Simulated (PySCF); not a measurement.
Carbon: a sound run and one with changed settings

Sound run: C [He] 2s2 2p2, C⁺ [He] 2s2 2p1. Calculation: PySCF 2.14, in pcseg-2 (4s3p2d1f, 30 functions); the non-relativistic Hamiltonian (point nucleus). In the sound run the correlated levels freeze 1s2. The sound run starts from symmetry-adapted Hartree-Fock orbitals and uses a fine grid where one is needed.

Changed run: initial guess atom, at most 50 SCF cycles, level shift 0.1 hartree.

```tsv
species	method	sound run (hartree)	changed run (hartree)	converged
C	UHF	-37.68907	-37.68907	yes
C	BP86	-37.84633	-37.84633	yes
C	B3LYP	-37.85914	-37.85914	yes
C	MP2	-37.75344	-37.74904	yes
C	CCSD(T)	-37.77503	-37.77503	yes
C⁺	UHF	-37.29263	-37.29263	yes
C⁺	BP86	-37.42017	-37.42017	yes
C⁺	B3LYP	-37.43464	-37.43464	yes
C⁺	MP2	-37.34159	-37.33793	yes
C⁺	CCSD(T)	-37.36624	-37.36624	yes
```

Ionisation energy of C:

```tsv
method	sound run (eV)	changed run (eV)
UHF	10.788	10.788
BP86	11.596	11.596
B3LYP	11.551	11.551
MP2	11.207	11.187
SCS-MP2	11.081	11.070
CCSD	11.103	11.103
CCSD(T)	11.124	11.124
```

A level shift leaves the converged SCF energy unchanged but raises the virtual orbital energies, which shrinks MP2 if it is not removed.

For comparison, NIST gives 11.260 eV between the lowest levels.
